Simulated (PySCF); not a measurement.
Gas-phase reaction: Si₂H₆ + Cl₂ → 2 SiHCl + 4 H

Energies from PySCF, thermal terms from the rigid-rotor harmonic-oscillator model, ideal gas at 1 bar. † marks an energy on the PBE0/def2-TZVP geometry and frequencies. MP2 freezes the core. Open shells (unrestricted): H (multiplicity 2); the rest are closed-shell singlets. SiHCl: computed as isolated molecules; such fragments, hydroxides, amides, oligomers or adducts are transient or little studied in the gas. MP2 isn't extrapolated to the basis-set limit; its ΔH°(298 K) is 824.8 kJ in def2-SVP and 864.3 kJ in def2-TZVPP. The harmonic model lacks anharmonicity and excited electronic states, which grow with temperature; levels with a mode under 35 cm⁻¹ are left out. Internal rotation in Si₂H₆ is treated as a harmonic vibration of one conformer, which makes the entropy rough.

| level | ΔE electronic, kJ | ΔH°(298 K), kJ | ΔS°(298 K), J/K | ΔG°(2000 K), kJ |
|---|---|---|---|---|
| BLYP/def2-TZVP† | 955 | 885 | 465 | -95 |
| MP2/def2-SVP† | 895 | 825 | 465 | -155 |
| MP2/def2-TZVPP† | 934 | 864 | 465 | -115 |
| PBE0/def2-SVP† | 958 | 888 | 465 | -92 |
| r2SCAN/def2-TZVP† | 996 | 926 | 465 | -53 |
| LDA/def2-TZVP† | 1082 | 1012 | 465 | 32 |
ΔH° is lowest at MP2/def2-SVP† and highest at LDA/def2-TZVP†. No reference value is set beside these.
